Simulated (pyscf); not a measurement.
PySCF, gas phase, ωB97X-D3(BJ)/def2-SVP geometries.

Q: H₂Al–Cl + HO–GeH₃ -> alane (AlH₃) + HO–GeH₂–Cl
Surface: singlet. Broken: Al–Cl, Ge–H. Formed: Al–H, Cl–Ge. Give ΔE‡ and ΔE from ωB97M-D3(BJ)/def2-TZVP, relative to the separated reactants.

A: ΔE‡ = 13.5 kcal/mol, ΔE = +20.3 kcal/mol. Zero-point energy shifts the barrier by -1.4 kcal/mol. It is a four-centre exchange, with an imaginary mode of 778i cm⁻¹. On the reactant side the descent ends in an adduct with a Al–O contact (not fully relaxed), 24.8 kcal/mol under the separated species and 35.1 kcal/mol under the saddle at ωB97X-D3(BJ)/def2-TZVP. On the product side the descent ends in an adduct with a Al–O, Al–Ge contact, 28.3 kcal/mol under the separated species and 19.1 kcal/mol under the saddle at ωB97X-D3(BJ)/def2-TZVP. At ωB97M-D3(BJ) the saddle lies under the separated products, which points to a path from their complex (located at ωB97X-D3(BJ) alone), and parting the products costs more than the saddle. At ωB97X-D3(BJ) the barrier from the zero used here is 10.3 kcal/mol. This is the saddle that the search found; another between the same sides may lie lower. Elements up to Kr have no core potential and no relativistic terms here.
